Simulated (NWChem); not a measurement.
**One shape, several levels: H3O+ (oxonium)**

Wanted: a comparison of 3 runs (HF/3-21G, B3LYP/6-31G*, PBE0/aug-cc-pVTZ) of H3O+ (oxonium). 

The results are computed with NWChem 7.3.0.

1 further run of the same task is left out (set aside as unsound or not needed). Runs told in other sessions of the task aren't counted.

## (1) The molecule

The species is H3O+ (4 atoms), meant as a singlet with charge +1. As SMILES, `[OH3+]`. Geometry: relaxed at PBE0-D4/def2-TZVP.

Bond lengths: O1–H2 0.978 Å, O1–H3 0.978 Å, O1–H4 0.978 Å. Angles: H2–O1–H3 113.0°, H2–O1–H4 113.0°, H3–O1–H4 113.0°.

## (2) Energy and forces at HF/3-21G (run 1)

File geom.nw:

```
start geom
title "H3O hf"
memory 2200 mb
charge 1

geometry units atomic noautosym nocenter noautoz
O      0.34387346    -0.10714747    -0.09970195
H      0.41396340     1.73560006     0.02861045
H     -0.77269012    -0.69596723    -1.45013803
H      0.01485325    -0.93248536     1.52126732
end

basis spherical bse
* library 3-21G
end

scf
singlet
rhf
thresh 1e-08
maxiter 80
end

task scf gradient
```

Started as:

```bash
$ nwchem geom.nw > geom.out
```

Log:

```text
[...]
  functions       =    15
[...]
  wavefunction    = RHF
[...]
         Total SCF energy =    -75.885357457641
      One-electron energy =   -127.847277795486
      Two-electron energy =     38.005612948761
 Nuclear repulsion energy =     13.956307389084
        Time for solution =      0.1s
[...]
                         RHF ENERGY GRADIENTS
    atom               coordinates                        gradient
                 x          y          z           x          y          z
   1 O       0.343873  -0.107147  -0.099702    0.022142  -0.006888  -0.006422
   2 H       0.413963   1.735600   0.028610   -0.010147  -0.006619   0.002178
   3 H      -0.772690  -0.695967  -1.450138   -0.003930   0.006120   0.009933
   4 H       0.014853  -0.932485   1.521267   -0.008065   0.007387  -0.005689
[...]
```

Wall time 0.64 s (1 thread of Intel Xeon Platinum 8223CL at 3.00GHz (Skylake/Cascade Lake), shared host); peak memory 0.1 GiB.

## (3) Energy and forces at B3LYP/6-31G(d) (Cartesian functions) (run 2)

File sp.xyz:

```xyz
4

O      0.181970    -0.056700    -0.052760
H      0.219060     0.918440     0.015140
H     -0.408890    -0.368290    -0.767380
H      0.007860    -0.493450     0.805020
```

File sp.nw:

```
start sp
memory total 2200 mb
charge 1
geometry noautosym nocenter noautoz
load format xyz sp.xyz
end
basis cartesian
* library 6-31G*
end
dft
xc b3lyp
grid xfine
convergence energy 1e-08
maxiter 100
mulliken
end
task dft gradient
```

Started as:

```bash
$ nwchem sp.nw > sp.out
```

Log:

```text
[...]
          Wavefunction type:  closed shell.
          No. of atoms     :     4
          No. of electrons :    10
[...]
          Charge           :     1
          Spin multiplicity:     1
[...]
          AO basis - number of functions:    21
[...]
              XC Information
              --------------
                         B3LYP Method XC Potential
                     Hartree-Fock (Exact) Exchange  0.200
                        Slater Exchange Functional  0.800 local
                    Becke 1988 Exchange Functional  0.720 non-local
              Lee-Yang-Parr Correlation Functional  0.810
                  VWN I RPA Correlation Functional  0.190 local
[...]
 d= 0,ls=0.0,diis     1    -76.4035620947 -9.04D+01  7.08D-02  3.49D+00     0.6
[...]
 d= 0,ls=0.0,diis     7    -76.6888112990 -7.40D-10  1.12D-07  5.50D-12     2.6
         Total DFT energy =      -76.688811298982
      One electron energy =     -128.473650888020
           Coulomb energy =       47.231213156106
    Exchange-Corr. energy =       -9.402681938625
 Nuclear repulsion energy =       13.956308371557
[...]
      Total Density - Mulliken Population Analysis
     ---------------------------------------------
    Atom       Charge   Shell Charges
 -----------   ------   -------------------------------------------------------
    1 O    8     8.64   1.99  0.91  3.04  0.83  1.79  0.08
    2 H    1     0.45   0.42  0.04
    3 H    1     0.45   0.42  0.04
    4 H    1     0.45   0.42  0.04
[...]
  wavefunction    = closed shell
                         DFT ENERGY GRADIENTS
    atom               coordinates                        gradient
                 x          y          z           x          y          z
   1 O       0.343873  -0.107147  -0.099702   -0.007907   0.002476   0.002290
   2 H       0.413963   1.735600   0.028610    0.000304  -0.008341  -0.000732
   3 H      -0.772690  -0.695967  -1.450138    0.005544   0.002398   0.005806
   4 H       0.014853  -0.932485   1.521267    0.002058   0.003466  -0.007364
[...]
```

Run time: 3.9 s. Hardware: 1 thread of Intel Xeon Platinum 8223CL at 3.00GHz (Skylake/Cascade Lake), shared host; peak memory 0.12 GiB.

## (4) Energy and forces at PBE0/aug-cc-pVTZ (run 3)

File run.py:

```python
from ase import Atoms
from ase.calculators.nwchem import NWChem

molecule = Atoms('OHHH', positions=[
    [0.181970, -0.056700, -0.052760],
    [0.219060, 0.918440, 0.015140],
    [-0.408890, -0.368290, -0.767380],
    [0.007860, -0.493450, 0.805020],
])

calc = NWChem(
    label='job',
    theory='dft',
    memory='2200 mb',
    basis='aug-cc-pVTZ',
    basispar='spherical bse',
    charge=1,
    dft={'xc': 'pbe0', 'mult': '1', 'grid': 'fine', 'convergence': 'energy 1e-08', 'iterations': '100', 'mulliken': None},
)
molecule.calc = calc

forces = molecule.get_forces()
e = molecule.get_potential_energy()
print(f"E = {e:.6f} eV")
print("forces (eV/A):")
for s, f in zip(molecule.symbols, forces):
    print(f"{s:2s} {f[0]:10.5f} {f[1]:10.5f} {f[2]:10.5f}")
print("dipole (e A):", molecule.get_dipole_moment().round(4))
```

Started as:

```bash
$ export ASE_NWCHEM_COMMAND="nwchem PREFIX.nwi > PREFIX.nwo"
$ python run.py
```

Log:

```text
E = -2085.897960 eV
forces (eV/A):
O     0.02345   -0.00787   -0.00674
H    -0.02890   -0.06428    0.00190
H     0.01815    0.03198    0.06006
H    -0.01270    0.04016   -0.05523
dipole (e A): [-0.1468  0.0458  0.0426]
```

The calculator wrote job.nwi:

```
title "job"

permanent_dir job

scratch_dir job

start job

geometry units angstrom nocenter noautosym noautoz
  O  1.8196999999999999e-01 -5.6700000000000000e-02 -5.2760000000000001e-02
  H  2.1906000000000000e-01 9.1844000000000003e-01 1.5140000000000001e-02
  H  -4.0888999999999998e-01 -3.6829000000000001e-01 -7.6737999999999995e-01
  H  7.8600000000000007e-03 -4.9345000000000000e-01 8.0501999999999996e-01
end

charge 1

memory 2200 mb

basis spherical bse noprint
   * library aug-cc-pVTZ
end

dft
  xc pbe0
  mult 1
  grid fine
  convergence energy 1e-08
  iterations 100
  mulliken
end

task dft gradient
```

job.nwo:

```text
Northwest Computational Chemistry Package (NWChem) 7.3.0
             --------------------------------------------------------

           Job information
           ---------------

    nwchem branch   = 7.3.0
    use scalapack   = T
    input           = job.nwi
    prefix          = job.
    data base       = job/job.db
    status          = startup
    nproc           =        1

           Memory information
           ------------------

    heap     =     72089596 doubles =      550.0 Mbytes
    stack    =     72089601 doubles =      550.0 Mbytes
    global   =    144179200 doubles =     1100.0 Mbytes (distinct from heap & stack)
    total    =    288358397 doubles =     2200.0 Mbytes
    verify   = yes
    hardfail = no

[... 90 lines left out ...]
  convergence criterion.
[... 38 lines left out ...]
          Spatial weights used:  Erf1
[... 71 lines left out ...]
         Total DFT energy =      -76.655336794335
[... 3 lines left out ...]
 Nuclear repulsion energy =       13.956308371557
[... 874 lines left out ...]
          Convergence on gradient requested:  5.00D-04
[... 25 lines left out ...]
          total energy or number of iterations.
[... 26 lines left out ...]
                         DFT ENERGY GRADIENTS

    atom               coordinates                        gradient
                 x          y          z           x          y          z
   1 O       0.343873  -0.107147  -0.099702   -0.000456   0.000153   0.000131
   2 H       0.413963   1.735600   0.028610    0.000562   0.001250  -0.000037
   3 H      -0.772690  -0.695967  -1.450138   -0.000353  -0.000622  -0.001168
   4 H       0.014853  -0.932485   1.521267    0.000247  -0.000781   0.001074

                 ----------------------------------------
                 |  Time  |  1-e(secs)   |  2-e(secs)   |
                 ----------------------------------------
                 |  CPU   |       0.01   |       6.29   |
                 ----------------------------------------
                 |  WALL  |       0.01   |       6.29   |
                 ----------------------------------------

 Task  times  cpu:       21.5s     wall:       21.5s
 Total times  cpu:       21.5s     wall:       21.5s
```

It took 23 s on 1 thread of Intel Xeon Platinum 8223CL at 3.00GHz (Skylake/Cascade Lake), shared host; peak memory 0.13 GiB.

## (5) The series

| run | level | Cartesian functions | iteration cap | energy (Eh) | HOMO energy (eV) | LUMO energy (eV) | HOMO–LUMO gap (eV) | wall time |
| --- | --- | --- | --- | --- | --- | --- | --- | --- |
| 1 | HF/3-21G | no | 80 | -75.885357 | -25.72 | -2.36 | 23.36 | 0.64 s |
| 2 | B3LYP/6-31G* (Cartesian functions) | yes | 100 | -76.688811 | -20.18 | -7.21 | 12.97 | 3.9 s |
| 3 | PBE0/aug-cc-pVTZ | no | 100 | -76.655337 | -20.68 | -7.20 | 13.49 | 23 s |

## (6) Results

| quantity | value |
| --- | --- |
| run 3: total energy | -76.65534 Eh |
| run 3: HOMO energy | -20.68 eV |
| run 3: LUMO energy | -7.20 eV |
| run 3: HOMO–LUMO gap | 13.49 eV |
| run 3: largest force on an atom | 0.071 eV/Å |

What this shows: The HOMO–LUMO gap runs from 12.97 eV (B3LYP/6-31G*) to 23.36 eV (HF/3-21G). The two ends differ in method and basis. Totals of different functionals can't be ranked against each other. All runs together took 27 s, the longest 23 s.
